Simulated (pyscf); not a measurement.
Optimised with ωB97X-D3(BJ)/def2-SVP in PySCF. Correlated levels are frozen-core, on RHF or UHF. ΔMP2 is the change of the MP2 total energy from the triple- to the quadruple-zeta basis.

SMILES: C=[CH][AlH][OH]
```xyz
9

C      0.5336    -1.3271     0.1203
C     -0.4814    -0.4788    -0.1151
Al    -0.5838     1.1642     0.9022
O     -1.8674     2.2482     0.6038
H      1.3049    -1.1139     0.8739
H      0.6560    -2.2766    -0.4190
H     -1.2078    -0.7709    -0.8861
H      0.5159     1.4922     1.9977
H     -2.0251     3.0896     1.0358
```

Problem. What is the homolytic dissociation enthalpy (298 K, CCSD(T)/def2-TZVPP + ΔMP2(QZVPP)) of the Al–C bond of `[CH2]=[CH][AlH][OH]`, to •HC=CH₂ + [HO–AlH]•?

Solution. Al–C to •HC=CH₂ + [HO–AlH]•: 92.0 kcal/mol. The radicals are drawn with the spin at the cut bond; how far it spreads was not checked. Other isomers of •HC=CH₂, [HO–AlH]• were not searched in full and may lie lower. The CCSD(T) − MP2 part came from Ansatz, without density fitting, on the same reference. A UHF reference is spin-contaminated (<S²> up to 0.96), which harms MP2 most.
